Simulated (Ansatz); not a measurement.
`CCOC(F)F` → `OC(F)F` + `C=C` at 400 K and 1 bar (alkene loss).

Program: Ansatz. Geometries: PBE0-D4/def2-TZVP. ΔE: electronic, gas phase. CCSD(T)/CBS adds triple-zeta CCSD(T) − MP2 to the extrapolated MP2 energy (def2 sets, frozen cores). This one scheme is used for every species. Each species was taken in one conformer, which may not be the lowest.

```json
{"species": "`CCOC(F)F`", "CCSD(T)/CBS energy (Eh)": "-392.52276", "H − E (kJ/mol)": "278.1", "S (J/(mol·K))": "372.8"}
{"species": "`OC(F)F`", "CCSD(T)/CBS energy (Eh)": "-314.01610", "H − E (kJ/mol)": "117.8", "S (J/(mol·K))": "293.0"}
{"species": "`C=C`", "CCSD(T)/CBS energy (Eh)": "-78.48111", "H − E (kJ/mol)": "149.4", "S (J/(mol·K))": "232.7"}
```

H − E and S are ideal-gas, rigid-rotor, harmonic terms from PBE0-D4/def2-TZVP, for one conformer and one mirror image of each species. 1 Eh = 2625.50 kJ/mol, R = 8.31446 J/(mol·K).

Problem. By hand: ΔE, ΔH, ΔS and ΔG.

Solution. ΔE = (-314.01610) + (-78.48111) − (-392.52276) = 0.02555 Eh = 67.1 kJ/mol. Δ(H − E) = 117.8 + 149.4 − 278.1 = -10.9, so ΔH = 56.2 kJ/mol. ΔS = 293.0 + 232.7 − 372.8 = 152.9 J/(mol·K). ΔG = 56.2 − 400 × (152.9)/1000 = -5.0 kJ/mol.

Problem. By hand: the equilibrium constant, and the temperature at which ΔG would vanish if ΔH and ΔS stayed fixed.

Solution. log₁₀ K = −ΔG/(RT ln 10) = 0.7. ΔG = 0 at ΔH/ΔS = 368 K.

The number of gas molecules changes by +1, which sets the sign of ΔS. The sign of ΔG lies within the doubt. A doubt of 5 kJ/mol in ΔE shifts log₁₀ K by 0.7 here. Other conformers and mirror images would add mixing entropy, several J/(mol·K) or more a flexible species. These are equilibria of isolated gas molecules and say nothing of rates. Largest T1 diagnostic: 0.012 (customary marks: 0.02 for closed shells, 0.045 for open ones).
